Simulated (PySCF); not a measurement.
Results of LNO-CCSD(T) (GTH pseudopotentials, Gaussian basis, DZ basis; PySCF) for zinc-blende InP.

The same calculation (at the measured cell, 25.270 Å³/atom) with different numerical settings; throughout: k mesh 3×3×3:

| run | LNO threshold | total energy (eV/atom) | rough time |
|---|---|---|---|
| 1 | 0.0001 | -866.2628 | 10 core-min |
| 2 | 3e-05 | -866.2307 | 20 core-min |
| 3 | 1e-05 | -866.2149 | 3 core-h |

In the column total energy (eV/atom) the first row differs from the last by -0.0479 and the next to last by -0.0158.

The last row is no converged limit: other settings stay fixed.
